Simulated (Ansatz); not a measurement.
Relaxed structures of Si2NH6 (charge -1), closed shell (PBE0-D4/def2-TZVPD; forces vanish, vibrations not checked; lower isomers may exist, and structures with a doubtful reference or unclear bonds are left out; Å). Ansatz 0.2.0; basis: def2-TZVPPD; cores frozen in the correlated methods.

Question: Rank them by CCSD(T) energy, lowest first, and give each one's height above the lowest. Links in brackets join atoms within 1.22 times the sum of their covalent radii (1.1 for two metals). (To be estimated.)
A.
Si₂NH₆ ([NH2][SiH2][SiH2]), total charge -1
```
9
angstrom
N 0.2168 -0.9601 1.0199
Si 0.3334 0.6080 0.1994
Si -1.1611 0.9738 -1.5648
H -2.3438 0.3975 -0.7687
H -0.7682 -0.3714 -2.2064
H 0.2523 1.6249 1.3151
H 1.7788 0.7758 -0.2366
H -0.2080 -1.6646 0.4329
H 1.0597 -1.3364 1.4331
```
B.
Si₂NH₆ ([SiH2][NH2][SiH2]), total charge -1
```
9
angstrom
N 0.1508 0.3822 0.1164
Si -1.3736 0.8495 -0.9787
Si -0.1151 -0.8414 1.5936
H -1.5572 -0.5801 -1.4939
H -0.4829 1.2529 -2.1786
H 0.4766 1.2503 0.5296
H 0.9071 0.0433 -0.4669
H -0.0853 -2.0735 0.6837
H 1.4036 -0.9243 1.8844
```
C.
Si₂NH₆ ([NH][SiH2][H][SiH2]), total charge -1
```
9
angstrom
N -0.7763 0.7526 -1.5723
Si 0.2010 0.5618 -0.2811
Si 0.2582 -1.7336 1.7993
H -1.6958 1.1407 -1.3930
H -0.3716 -0.7511 0.6875
H 0.2455 1.5230 0.8780
H 1.5908 0.1646 -0.6247
H 1.0891 -2.4659 0.7443
H 1.3640 -0.7260 2.1195
```

Answer: Computed: A (0.00 kcal/mol), B (20.09 kcal/mol), C (33.52 kcal/mol). Heights count from the lowest.

No T1 diagnostic of these runs exceeds 0.018.

For scale, one of the runs: CCSD(T)/def2-TZVPPD, 235 basis functions, launched by `ansatz run in.yaml --threads 2 --pin off --events-out ev --progress --plain --max-ram 4352MiB`. Time: 73 s of wall clock on 2 CPU threads of an Intel Xeon Platinum 8488C; the host was shared. Peak host memory: 3.9 GiB.
